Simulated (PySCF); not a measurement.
Fill in the blanks.

Species: C3H7FOS.
InChI=1S/C3H7FOS/c1-3(4)6(2)5/h3H,1-2H3/t3-,6+/m0/s1

Conformer (atom-mapped SMILES and torsion angles): `[CH3:1][C@@H:2]([F:3])[S@@:4]([CH3:5])=[O:6]`: C1–C2–S4–C5 -67°.

```tsv
property	level	value
point group of the GFN2-xTB geometry	GFN2-xTB	?
rotational constants A, B, C of the GFN2-xTB geometry	GFN2-xTB	?
dipole moment	B3LYP/def2-SVPD	2.23 D
HOMO energy	B3LYP/def2-SVPD	-6.78 eV
LUMO energy	B3LYP/def2-SVPD	?
lowest singlet excitation	TDDFT B3LYP/def2-SVPD	5.57 eV (223 nm, f = 0.015)
strongest line among the 8 lowest singlet transitions	TDDFT B3LYP/def2-SVPD	?
lowest triplet excitation (Tamm–Dancoff)	TDA B3LYP/def2-SVPD	4.85 eV
static isotropic polarisability	B3LYP/def2-SVPD	64.5 au
electronic spatial extent ⟨r²⟩ about the centre of nuclear charge	B3LYP/def2-SVPD	692 bohr²
13C chemical shifts (computed TMS as zero) by class	GIAO PBE0/pcSseg-1	108.6 (1 C), 36.9 (1 C), 9.1 (1 C) ppm
1H chemical shifts (computed TMS as zero) by class	GIAO PBE0/pcSseg-1	5.64 (1 H), 2.20 (3 H), 1.80 (3 H) ppm
isotropic shieldings of nuclei other than C and H, by class	GIAO PBE0/pcSseg-1	283 (1 O), 380 (1 F), 187 (1 S) ppm
```

The electronic properties come from PySCF, for the isolated species, density fitting. NMR classes are plain means over equivalent atoms (diastereotopic ones count apart unless rotation or inversion swaps them), as if these changed places fast; in this geometry the members of some classes differ.

**Question.** Give the rotational constants A, B, C of the GFN2-xTB geometry.

**Answer.** 3.960, 2.362, 2.003 GHz.

**Question.** What is the LUMO energy?

**Answer.** -0.07 eV.

**Question.** Give the point group of the GFN2-xTB geometry.

**Answer.** C1.

**Question.** Give the strongest line among the 8 lowest singlet transitions.

**Answer.** S5 at 6.72 eV (185 nm, f = 0.053).

The vertical singlet–triplet gap S1 − T1 is 0.72 eV (TDDFT singlet less Tamm–Dancoff triplet; S1: HOMO→LUMO, weight 0.94; T1: HOMO→LUMO, weight 0.94). The rotational constants make it an asymmetric top with κ = (2B − A − C)/(A − C) = -0.63, nearer the prolate limit (−1). In wavenumbers S1 is 44900 cm⁻¹ (1 eV = 8065.54 cm⁻¹). No computed singlet falls in the visible range (750 to 380 nm, 1.65 to 3.26 eV); S1 lies 2.31 eV above its blue end. With B = h/(8π²I), that is 505.379 GHz u Å² over I, the principal moments of inertia are 127.6, 214.0 and 252.3 u Å² (most abundant isotopes); the inertial defect Ic − Ia − Ib is -89.3 u Å² (zero for a rigid planar frame, negative otherwise).

One conformer stands for the species.
